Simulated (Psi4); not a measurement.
**ClH3Si (SiClH3): a chain of runs**

We compute a geometry optimisation (B3LYP-D4/pcseg-1), then vibrational wavenumbers, then the energy (CCSD(T)/cc-pVTZ), then the vertical excitations (TDA-B3LYP/pcseg-1) of ClH3Si (SiClH3). 

Program for the calculation: Psi4 1.11.

## 1. The system as given

ClH3Si has 5 atoms, charge 0, and is taken as a singlet. As SMILES, `[H][Si]([H])([H])Cl`. The shape comes from GFN2-xTB, which is rough for such elements, and wasn't checked as a minimum. The run starts from this shape.

Bond lengths: Si1–Cl2 2.010 Å, Si1–H3 1.458 Å, Si1–H4 1.458 Å, Si1–H5 1.458 Å. Angles: Cl2–Si1–H3 108.3°, Cl2–Si1–H4 108.2°, Cl2–Si1–H5 108.0°, H3–Si1–H4 110.8°, H3–Si1–H5 110.8°, H4–Si1–H5 110.7°.

## 2. A structure relaxation at B3LYP-D4/pcseg-1 (density fitting) (run 1)

Contents of input.in:

```
memory 1600 MB

molecule system {
  0 1
  Si     0.000290     0.001940    -0.129410
  Cl     0.010690    -0.020840     1.880630
  H      1.382330     0.011210    -0.594910
  H     -0.700750     1.203700    -0.566480
  H     -0.692550    -1.196020    -0.589840
}

set basis pcseg-1
set geom_maxiter 60

E = optimize('b3lyp-d4')
```

Command:

```bash
$ psi4 -n 1 input.in input.out
```

input.out:

```text
Psi4 1.11 release

gradient() will perform analytic gradient computation.

   => Loading Basis Set <=

    Name: PCSEG-1
    Role: ORBITAL
    Keyword: BASIS

   => B3LYP-D4(BJ,EEQ)ATM: Empirical Dispersion <=

        a1 =       0.408680
        a2 =       4.538071
       alp =      16.000000
        s6 =       1.000000
        s8 =       2.029294
        s9 =       1.000000
        ga =       3.000000
        gc =       2.000000
        wf =       6.000000

         ---------------------------------------------------------
                                   SCF
                              RKS Reference
                        1 Threads,   1525 MiB Core
         ---------------------------------------------------------

  ==> Geometry <==

    Molecular point group: c1
    Full point group: C1

    Geometry (in Angstrom), charge = 0, multiplicity = 1:

[... 196 lines left out ...]
    Nuclear Repulsion Energy =             88.0988482974966445
[... 295 lines left out ...]
   @DF-RKS iter   2:  -751.54738778445062   -4.84987e-05   2.92491e-04 ADIIS/DIIS
[... 88 lines left out ...]
    Weights Tolerance      =       1.00E-15
[... 185 lines left out ...]
    One-Electron Energy =               -1208.4784258228087310
[... 216 lines left out ...]
   @DF-RKS iter   3:  -751.54779203296721   -2.06293e-06   3.29512e-06 DIIS
[... 135 lines left out ...]
	                                 ==> Convergence Check <==
[... 127 lines left out ...]
    DFT Exchange-Correlation Energy =     -40.5372468449509995
[... 216 lines left out ...]
   @DF-RKS iter   5:  -751.54779543452696   -3.22871e-11   1.24383e-08 DIIS
[... 162 lines left out ...]
	  Convergence Criteria     1.00e-06 *    3.00e-04 *             o    1.20e-03 *             o
[... 4 lines left out ...]
Next Geometry in Ang
	Fragment 1 (Ang)

	   Si  -0.0072396062   0.0113973879  -1.0845960805
	   Cl   0.0066860834  -0.0105323980   1.0015943018
	    H   1.3989890414   0.0212384179  -1.5609002800
	    H  -0.7192194633   1.2343273168  -1.5340074973
	    H  -0.7108114691  -1.2066356465  -1.5597962441

    Final optimized geometry and variables:
    Molecular point group: c1
    Full point group: C1

    Geometry (in Angstrom), charge = 0, multiplicity = 1:

    SI          -0.007233364544     0.011394992137    -1.084363080399
    CL           0.006681776357    -0.010526696348     1.001709277833
    H            1.398865367575     0.021231540131    -1.561020576845
    H           -0.719162830311     1.234215556808    -1.534115251755
    H           -0.710746362968    -1.206520314637    -1.559916169018

    Psi4 run time: 0:00:15.69

[set-up sections that repeat, and orbital energies of the middle runs, are left out above]
```

On the terminal:

```text
Optimizer: Optimization complete!
```

It took 17 s on 1 thread of AMD EPYC 7B13 (Zen 3), shared host; peak memory 0.39 GiB.

Steps, from the record of the run:

| step | energy from the first frame kept (eV) | largest force (eV/Å) |
| --- | --- | --- |
| 0 | 0.0000 | 1.5707 |
| 1 | -0.0710 | 0.5097 |
| 2 | -0.0774 | 0.1750 |
| 3 | -0.0779 | 0.0572 |
| 4 | -0.0780 | 0.0210 |
| 5 | -0.0780 | 0.0040 |

After the run. Bond lengths: Si1–Cl2 2.086 Å, Si1–H3 1.485 Å, Si1–H4 1.485 Å, Si1–H5 1.485 Å. Angles: Cl2–Si1–H3 108.3°, Cl2–Si1–H4 108.3°, Cl2–Si1–H5 108.3°, H3–Si1–H4 110.6°, H3–Si1–H5 110.6°, H4–Si1–H5 110.6°.

## 3. The harmonic vibrations at B3LYP-D4/pcseg-1 (density fitting) (run 2)

Contents of calc.inp:

```
memory 1.6 GB

molecule molecule1 {
  Si
  Cl 1 2.086235
  H 1 1.484726 2 108.34684
  H 1 1.484726 3 110.57316 2 118.59826
  H 1 1.484722 3 110.56979 4 122.80056
  units angstrom
}

set {
  basis                      pcseg-1
  reference                  rks
  t                          298.15
  rotational_symmetry_number 3
}

E, wfn = frequencies('b3lyp-d4', return_wfn=True)
print_variables()
```

Command:

```bash
$ psi4 -n 1 calc.inp calc.out
```

calc.out:

```text
Psi4 1.11 release

         ----------------------------------------------------------
                                   FINDIF
         ----------------------------------------------------------

  Using finite-differences of gradients to determine vibrational frequencies and
  normal modes. Resulting frequencies are only valid at stationary points.
    Generating geometries for use with 3-point formula.
    Displacement size will be 5.00e-03.
    Number of atoms is 5.
    Number of irreps is 1.
    Number of SALCs is 12.
    Translations projected? 1. Rotations projected? 0.
    Index of SALCs per irrep:
      1 :  0  1  2  3  4  5  6  7  8  9  10  11
    Number of SALCs per irrep:
      Irrep 1: 12
    Number of geometries (including reference) is 25.
    Number of displacements per irrep:
      Irrep 1: 24
 25 displacements needed ...

  //>>>>>>>>>>>>>>>>>>>>>>>>>>>>>>>>>>>//
  //    FiniteDifference Computations  //
  //<<<<<<<<<<<<<<<<<<<<<<<<<<<<<<<<<<<//

[... 199 lines left out ...]
   @DF-RKS iter   1:  -751.51313208455292   -2.42934e-01   4.09274e-03 ADIIS/DIIS
[... 482 lines left out ...]
 Dipole Z            :          4.5681406           -5.3050200           -0.7368794
[... 553 lines left out ...]
    Empirical Dispersion Energy =          -0.0045055926145231
[... 564 lines left out ...]
  @DF-RKS Final Energy:  -751.54779447004444
[... 556 lines left out ...]
   @DF-RKS iter   7:  -751.54779510407866   -1.24661e-08   3.68043e-07 DIIS
[... 567 lines left out ...]
   @DF-RKS iter   2:  -751.53144458893269   -1.83127e-02   3.10698e-03 ADIIS/DIIS
[... 472 lines left out ...]
    Weights Tolerance      =       1.00E-15
[... 511 lines left out ...]
    VV10 Nonlocal Energy =                  0.0000000000000000
[... 567 lines left out ...]
    Nuclear Repulsion Energy =             85.2420235711190486
[... 677 lines left out ...]
  "SCF DIPOLE"                                       =>       0.000002426310 ... -0.736879559709 1 by 3
[... 3 lines left out ...]
    Psi4 run time: 0:01:04.97

[set-up sections that repeat, and orbital energies of the middle runs, are left out above]
```

Standard output:

```text
Warning: used thermodynamics relations inappropriate for low-frequency modes: ['527.1216']
```

Run time: 66 s. Hardware: 1 thread of AMD EPYC 7B13 (Zen 3), shared host; peak memory 0.38 GiB.

## 4. A single-point energy at CCSD(T)/cc-pVTZ (run 3)

Contents of run.py:

```python
import psi4

psi4.set_memory('1600 MB')
psi4.set_num_threads(1)
psi4.set_output_file('psi4.out', False)

geom = psi4.geometry("""
Si    -0.001611     0.001459    -0.169118
Cl     0.012304    -0.020462     1.916955
H      1.404487     0.011296    -0.645775
H     -0.713541     1.224280    -0.618870
H     -0.705124    -1.216456    -0.644671
symmetry c1
""")

options = {'basis': 'cc-pVTZ', 'reference': 'rhf', 'scf_type': 'pk', 'freeze_core': True}
psi4.set_options(options)

energy_value = psi4.energy("ccsd(t)")
print(f'ccsd(t) energy: {energy_value:.10f} Eh')
```

Command:

```bash
$ python run.py
```

psi4.out:

```text
Psi4 1.11 release

   => Loading Basis Set <=

    Name: CC-PVTZ
    Role: ORBITAL
    Keyword: BASIS

         ---------------------------------------------------------
                                   SCF
                              RHF Reference
                        1 Threads,   1525 MiB Core
         ---------------------------------------------------------

  ==> Geometry <==

    Molecular point group: c1
    Full point group: C1

    Geometry (in Angstrom), charge = 0, multiplicity = 1:

[... 85 lines left out ...]
                        Total Energy        Delta E     RMS |[F,P]|
[... 4 lines left out ...]
   @RHF iter   3:  -750.25738825452186   -2.54660e-03   1.69802e-04 DIIS/ADIIS
[... 3 lines left out ...]
   @RHF iter   7:  -750.25783396353995   -1.99947e-08   3.66832e-07 DIIS
[... 3 lines left out ...]
  Energy and wave function converged.
[... 34 lines left out ...]
    One-Electron Energy =               -1207.8264100886256074
[... 17 lines left out ...]
 Dipole Y            :         -0.0489924            0.0557520            0.0067596
[... 94 lines left out ...]
	Nuclear Rep. energy          =     85.24204217660531
[... 3 lines left out ...]
	Reference energy             =   -750.25783396592601
[... 78 lines left out ...]
    Opposite-spin MP2 correlation energy      =   -0.254015368206884
[... 3 lines left out ...]
      * MP2 total energy                      = -750.576676538867105
[... 1 line left out ...]
    Opposite-spin CCSD correlation energy     =   -0.293335078507050
    Same-spin CCSD correlation energy         =   -0.063216515272689
    Singles CCSD correlation energy           =    0.000000000000000
    CCSD correlation energy                   =   -0.356551593779739
      * CCSD total energy                     = -750.614385559705738

            **************************
            *                        *
            *        CCTRIPLES       *
            *                        *
            **************************

    Wave function   =    CCSD_T
    Reference wfn   =      RHF

    Nuclear Rep. energy (wfn)                =   85.242042176605310
    SCF energy          (wfn)                = -750.257833965924874
    Reference energy    (file100)            = -750.257833965926011
    CCSD energy         (file100)            =   -0.356551593779739
    Total CCSD energy   (file100)            = -750.614385559705738

    Number of ijk index combinations:               84
    Approx. words needed per explicit thread:         3217428
    Number of threads for explicit ijk threading:    1

    MKL num_threads set to 1 for explicit threading.

    (T) energy                                =   -0.012416322199214
      * CCSD(T) total energy                  = -750.626801881904953
```

Standard output:

```text
ccsd(t) energy: -750.6268018819 Eh
```

Wall time 50 s (1 thread of AMD EPYC 7B13 (Zen 3), shared host); peak memory 1.3 GiB.

## 5. The excited states at TDA-B3LYP/pcseg-1 (density fitting, save jk yes) (run 4)

Contents of clh3si.inp:

```
memory 1600 MB

molecule mol {
  0 1
  Si    -0.001611     0.001459    -0.169118
  Cl     0.012304    -0.020462     1.916955
  H      1.404487     0.011296    -0.645775
  H     -0.713541     1.224280    -0.618870
  H     -0.705124    -1.216456    -0.644671
  units angstrom
}

set {
  basis pcseg-1
  save_jk true
}

from psi4.driver.procrouting.response.scf_response import tdscf_excitations
e, wfn = energy('b3lyp', return_wfn=True)
states = tdscf_excitations(wfn, states=4, tda=True)
```

Command:

```bash
$ psi4 -i clh3si.inp -o clh3si.out -n 1
```

clh3si.out:

```text
Psi4 1.11 release

   => Loading Basis Set <=

    Name: PCSEG-1
    Role: ORBITAL
    Keyword: BASIS

         ---------------------------------------------------------
                                   SCF
                              RKS Reference
                        1 Threads,   1525 MiB Core
         ---------------------------------------------------------

  ==> Geometry <==

    Molecular point group: c1
    Full point group: C1

    Geometry (in Angstrom), charge = 0, multiplicity = 1:

[... 148 lines left out ...]
   @DF-RKS iter SAD:  -751.26569249133752   -7.51266e+02   0.00000e+00
[... 3 lines left out ...]
   @DF-RKS iter   4:  -751.54326903566277   -2.71232e-04   1.06826e-04 DIIS/ADIIS
[... 3 lines left out ...]
  Energy and wave function converged.
[... 38 lines left out ...]
    One-Electron Energy =               -1208.0731650220834581
[... 3 lines left out ...]
    VV10 Nonlocal Energy =                  0.0000000000000000
[... 17 lines left out ...]
 Dipole Z            :          4.5677867           -5.3046081           -0.7368214
[... 51 lines left out ...]
                                    Excitation Energy         Total Energy        Oscillator Strength             Rotatory Strength
[... 10 lines left out ...]
Excited State    1 (1 A):   0.25962 au   175.50 nm f = 0.0135
  Sums of squares: Xssq =  1.000000e+00
     17a  ->  18a     0.996697 (99.340%)

Excited State    2 (1 A):   0.25963 au   175.50 nm f = 0.0135
  Sums of squares: Xssq =  1.000000e+00
     16a  ->  18a    -0.996695 (99.340%)

Excited State    3 (1 A):   0.31860 au   143.01 nm f = 0.0000
  Sums of squares: Xssq =  1.000000e+00
     16a  ->  19a     0.363503 (13.213%)
     16a  ->  20a    -0.604864 (36.586%)
     17a  ->  19a     0.604873 (36.587%)
     17a  ->  20a     0.363480 (13.212%)

Excited State    4 (1 A):   0.32355 au   140.82 nm f = 0.0001
  Sums of squares: Xssq =  1.000000e+00
     15a  ->  18a     0.283534 ( 8.039%)
     16a  ->  19a     0.606365 (36.768%)
     16a  ->  21a    -0.414315 (17.166%)
     17a  ->  20a    -0.606175 (36.745%)

******************************************************************************************
**********                               WARNING                                **********
**********       The names of excited state variables changed between 1.5       **********
**********     and 1.6. For a quick solution, remove the symmetry specifier     **********
**********   from the variable name. For full details, see 'Notes on Psivars'   **********
**********                        in the documentation.                         **********
******************************************************************************************

    Psi4 run time: 0:00:06.33
```

Wall time 7.5 s (1 thread of AMD EPYC 7B13 (Zen 3), shared host); peak memory 0.35 GiB.

The roots found:

| excited state | energy (eV) | strength | label |
| --- | --- | --- | --- |
| 1 | 7.065 | 0.0135 | A 1 |
| 2 | 7.065 | 0.0135 | A 1 |
| 3 | 8.670 | 0.0000 | A 1 |
| 4 | 8.804 | 0.0001 | A 1 |

## 6. What came out

| quantity | value |
| --- | --- |
| run 1, B3LYP-D4/pcseg-1: total energy at the end | -751.54780 Eh |
| run 1, B3LYP-D4/pcseg-1: dipole moment | 1.87 D |
| run 1, B3LYP-D4/pcseg-1: HOMO energy | -8.75 eV |
| run 1, B3LYP-D4/pcseg-1: LUMO energy | -0.53 eV |
| run 1, B3LYP-D4/pcseg-1: HOMO–LUMO gap | 8.22 eV |
| run 1, B3LYP-D4/pcseg-1: dispersion energy | -11.83 kJ/mol |
| run 2, B3LYP-D4/pcseg-1: lowest harmonic wavenumber | 527 cm⁻¹ |
| run 2, B3LYP-D4/pcseg-1: highest harmonic wavenumber | 2271 cm⁻¹ |
| run 2, B3LYP-D4/pcseg-1: zero-point energy | 68.8 kJ/mol |
| run 2, B3LYP-D4/pcseg-1: ideal-gas entropy at 298.15 K (symmetry number 3 as used) | 60.0 cal/(mol K) |
| run 3, CCSD(T)/cc-pVTZ: total energy | -750.62680 Eh |
| run 3, CCSD(T)/cc-pVTZ: HOMO energy (Hartree–Fock orbitals) | -12.28 eV |
| run 3, CCSD(T)/cc-pVTZ: LUMO energy (Hartree–Fock orbitals) | 3.08 eV |
| run 3, CCSD(T)/cc-pVTZ: HOMO–LUMO gap (Hartree–Fock orbitals) | 15.36 eV |
| run 3, CCSD(T)/cc-pVTZ: correlation energy (10 core orbitals frozen) | -369.0 mEh |
| run 3, CCSD(T)/cc-pVTZ: (T) correction | -12.42 mEh |
| run 3, CCSD(T)/cc-pVTZ: T1 diagnostic | 0.009 |
| run 4, TDA-B3LYP/pcseg-1: ground-state or mean-field energy | -751.54329 Eh |
| run 4, TDA-B3LYP/pcseg-1: dipole moment (B3LYP Kohn–Sham density) | 1.87 D |
| run 4, TDA-B3LYP/pcseg-1: HOMO energy (B3LYP Kohn–Sham orbitals) | -8.75 eV |
| run 4, TDA-B3LYP/pcseg-1: LUMO energy (B3LYP Kohn–Sham orbitals) | -0.53 eV |
| run 4, TDA-B3LYP/pcseg-1: HOMO–LUMO gap (B3LYP Kohn–Sham orbitals) | 8.22 eV |
| run 4, TDA-B3LYP/pcseg-1: lowest excitation energy | 7.06 eV |

In words: The optimisation (run 1, B3LYP-D4/pcseg-1) took 6 steps and changed the energy by -0.078 eV. All 9 modes are real, so the shape is a minimum at this level. The triples (run 3, CCSD(T)/cc-pVTZ) make up 3.4 % of the correlation energy. The brightest of the 4 transitions from the ground state lies at 7.06 eV (175 nm, f = 0.027, degenerate roots summed). Roots above 8.8 eV lie over the negative of the HOMO energy, where a finite basis gives discretised continuum or poorly described Rydberg states.
